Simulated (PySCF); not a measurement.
Removing an electron from `Clc1cs[cH+]s1`

Species: C₃H₂ClS₂ (charge +1).
Numbering: `[Cl:1][c:2]1[cH:3][s:4][cH+:5][s:6]1` (hydrogens: H7 on C3; H8 on C5)

Level: CAM-B3LYP/def2-SVPD (PySCF). Frontier orbitals with their largest atomic shares (Löwdin; up to four atoms above 4 %):

```
orbital  ε (eV)                           main atoms
 HOMO−3  -16.97  Cl1 44 %, C2 18 %, S4 16 %, C5 13 %
 HOMO−2  -15.60            Cl1 79 %, C2 10 %, S6 5 %
 HOMO−1  -15.55   S6 40 %, S4 24 %, C3 14 %, C5 12 %
   HOMO  -14.13                                    ?
   LUMO   -6.91    C5 35 %, S6 25 %, S4 25 %, C2 6 %
 LUMO+1   -4.95   C2 31 %, C3 31 %, S4 11 %, Cl1 9 %
 LUMO+2   -4.62   S6 35 %, S4 30 %, C5 12 %, C2 10 %
```

Question: What vertical ionisation energy does ΔSCF give, and how far is −ε(HOMO) from it?

Answer: ΔSCF: 14.98 eV (1445 kJ/mol; threshold wavelength 82.8 nm); ⟨S²⟩ of the doublet left behind is 0.769, against 0.75 for a pure doublet. −ε(HOMO) is 14.13 eV, 0.85 eV below it. In exact Kohn–Sham theory the two would be equal; CAM-B3LYP (range-separated hybrid) falls short of its own ΔSCF value by 6 %.

Question: On which atoms does the HOMO lie?

Answer: Cl1 (aryl chlorine) 36 %, C3 (aromatic CH next to a ring sulfur) 18 %, C2 (aromatic C–Cl carbon) 18 %, C5 (aromatic CH next to a ring sulfur) 14 %, so no atom holds as much as 40 %. The HOMO−1 lies 1.42 eV lower.

Question: And the vertical electron affinity, the fundamental gap, Mulliken's electronegativity and the hardness (with the factor ½)?

Answer: EA = 6.18 eV by ΔSCF (−ε(LUMO) = 6.91 eV). IE − EA = 8.80 eV against an orbital gap of 7.22 eV; (IE + EA)/2 = 10.58 eV; (IE − EA)/2 = 4.40 eV.

Question: How many of the 10 lowest singlet excitations (vertical TDDFT, same level) lie below the ionisation energy?

Answer: All 10; they run from 4.41 to 7.13 eV.

Question: What total energies stand behind the ΔSCF value?

Answer: E(N) = -1371.30222 Eh and E(N − 1) = -1370.75185 Eh at the same geometry, 0.55037 Eh apart. With one more electron, E(N + 1) = -1371.52942 Eh.

Question: What kinetic energy would electrons from this vertical process carry with He II light (40.814 eV)?

Answer: 40.81 − 14.98 = 25.83 eV.

Geometry: PBE0-D3(BJ)/def2-SVP; no solvent, vibrations or thermal averaging.
